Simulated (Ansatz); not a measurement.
Z-matrix (Å, degrees):
```
O
H 1 0.9766
```
Charge 0, spin multiplicity 2.

Computed with frozen-core CCSD(T)/def2-TZVPP // B3LYP-D3(BJ)/def2-TZVP run with Ansatz (a program for electronic structure).

```yaml
HF energy: -75.42354 Ha
MP2 correlation energy: -0.19882 Ha
```

**Question.** Estimate the CCSD correlation energy, the (T) correction, the total energy and the T1 diagnostic.

**Answer.** 
| Quantity | Value |
|---|---|
| CCSD correlation energy | -0.21288 Ha |
| (T) correction | -0.00507 Ha |
| CCSD(T) total energy | -75.64148 Ha |
| T1 diagnostic | 0.008 |
